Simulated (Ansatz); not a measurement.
bcc W, treated with HSE06 (Ansatz, a quantum-chemistry and plane-wave program, plane waves, PAW).

Run with plane-wave cutoff 500 eV, 12×12×12 k mesh, Fermi–Dirac smearing 0.1 eV, no spin polarisation, scalar-relativistic PAW data made under PBE.

Computed at the level's own relaxed cell.

Q: Predict the volume per atom and lattice parameter a.

A: 
* **volume per atom**: 15.82 Å³/atom
* **lattice parameter a**: 3.163 Å

Measured, for comparison: equilibrium volume per atom 15.78 Å³/atom, lattice constant a 3.16 Å (static lattice: zero-point anharmonic expansion removed; as tabulated in Mejia-Rodriguez and Trickey (2018), arXiv:1807.09216). Computed (rounded) less measured: equilibrium volume per atom +0.3 %, lattice constant a +0.1 %.

Note: exact exchange on metals is sensitive to the k mesh and can open a false gap; the run warned that the count of filled bands differs between k points.

Spin–orbit coupling is not included.

The computed numbers hold no vibrational or temperature effects.

The result took very roughly 9 core-minutes.
